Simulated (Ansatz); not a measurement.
**BN2H5: one species, many methods**

One table from this session's results is given with a row withheld; the runs are named, their logs left out.

Method: functionals in def2-TZVPP, the program's frozen cores in correlated methods; program: Ansatz 0.2.0, Gaussian basis.

The runs, in order: LDA (SPW92), PBE-D4, revPBE-D4, BLYP-D4, r2SCAN-D4, B97M-V, PBE0-D4, B3LYP-D4, r2SCANh-D4, r2SCAN0-D4, HSE06-D4, BHLYP-D4, CAM-B3LYP-D4, LC-ωPBE, ωB97X-V, ωB97M-V, B2PLYP, PBE-QIDH; CCSD(T)/def2-SVP; CCSD(T)/def2-TZVPP; MP2/def2-QZVPP; extrapolation to the limit; RPA on PBE.

**Structure used throughout**

All runs share one geometry, relaxed beforehand with PBE0-D4 in a triple-zeta def2 set.

SMILES `NBN`, 8 atoms, charge 0, spin multiplicity 1.

Atoms are counted from 1 here; the program's logs count them from 0.

Bond lengths: N1–B2 1.409 Å, N1–H4 1.005 Å, N1–H5 1.002 Å, B2–N3 1.409 Å, B2–H6 1.200 Å, N3–H7 1.002 Å, N3–H8 1.005 Å. Angles: B2–N1–H4 124.5°, B2–N1–H5 121.9°, H4–N1–H5 113.6°, N1–B2–N3 122.9°, N1–B2–H6 118.5°, N3–B2–H6 118.5°, B2–N3–H7 121.9°, B2–N3–H8 124.5°, H7–N3–H8 113.6°.

Coordinates:

```xyz
8
BH5N2
N    -0.9710    0.5165   -0.5811
B     0.1942    0.3866    0.2005
N     0.8482   -0.8452    0.4014
H    -1.4268   -0.2445   -1.0534
H    -1.4239    1.4009   -0.7137
H     0.6497    1.3686    0.7180
H     1.6767   -0.9198    0.9609
H     0.5450   -1.7203    0.0116
```

The first run:

in.yaml

```yaml
crystal:
  periodic: [false, false, false]
  atoms:
    - {symbol: N, position_ang: [-0.971027, 0.516466, -0.581106]}
    - {symbol: B, position_ang: [0.194207, 0.386631, 0.200519]}
    - {symbol: N, position_ang: [0.848234, -0.845215, 0.401442]}
    - {symbol: H, position_ang: [-1.426755, -0.244531, -1.053356]}
    - {symbol: H, position_ang: [-1.423863, 1.400898, -0.713713]}
    - {symbol: H, position_ang: [0.649739, 1.368623, 0.717984]}
    - {symbol: H, position_ang: [1.676696, -0.919823, 0.960860]}
    - {symbol: H, position_ang: [0.544968, -1.720347, 0.011571]}
basis:
  gaussian: {orbitals: def2-TZVPP}
hamiltonian: {xc: lda}
output: {orbitals: {seedname: orbitals}}
```

Among the steps run: LDA; PBE-D4 (GGA); revPBE-D4 (GGA); BLYP-D4 (GGA); r2SCAN-D4 (meta-GGA); B97M-V (meta-GGA); PBE0-D4 (hybrid); B3LYP-D4 (hybrid); r2SCANh-D4 (hybrid); r2SCAN0-D4 (hybrid); HSE06-D4 (hybrid); BHLYP-D4 (hybrid); CAM-B3LYP-D4 (range-separated); LC-ωPBE-D4 (range-separated; the results give it without D4); ωB97X-V (range-separated); ωB97M-V (range-separated); B2PLYP (double hybrid); PBE-QIDH (double hybrid).

One of the session's tables, all rows but one given; the rest of the session is left out.

It belongs to the step «Frontier levels by functional». 

| functional | HOMO (eV) | LUMO (eV) | gap (eV) |
| --- | --- | --- | --- |
| LDA (SPW92) | -5.66 | 0.22 | 5.88 |
| PBE-D4 | -5.48 | 0.29 | 5.78 |
| revPBE-D4 | -5.42 | 0.33 | 5.76 |
| BLYP-D4 | ? | ? | ? |
| r2SCAN-D4 | -5.77 | 1.16 | 6.93 |
| B97M-V | -5.85 | 0.52 | 6.37 |
| PBE0-D4 | -6.88 | 1.10 | 7.97 |
| B3LYP-D4 | -6.64 | 0.73 | 7.36 |
| r2SCANh-D4 | -6.29 | 1.37 | 7.66 |
| r2SCAN0-D4 | -7.08 | 1.67 | 8.75 |
| HSE06-D4 | -6.47 | 0.73 | 7.20 |
| BHLYP-D4 | -8.19 | 1.63 | 9.82 |
| CAM-B3LYP-D4 | -8.31 | 1.79 | 10.10 |
| LC-ωPBE | -9.72 | 3.09 | 12.81 |
| ωB97X-V | -9.33 | 2.90 | 12.23 |
| ωB97M-V | -9.24 | 2.38 | 11.62 |

Estimate the missing values for BLYP-D4.

Worked estimate for «HOMO (eV)». Against the share of exact exchange, B3LYP-D4 (0.2, -6.64), BHLYP-D4 (0.5, -8.19) give a slope of -5.17 per unit share; at 0 the line stands at -5.61.

**Answer.** HOMO (eV): -5.36; LUMO (eV): 0.23; gap (eV): 5.60. In «HOMO (eV)» the line misses by -0.25.
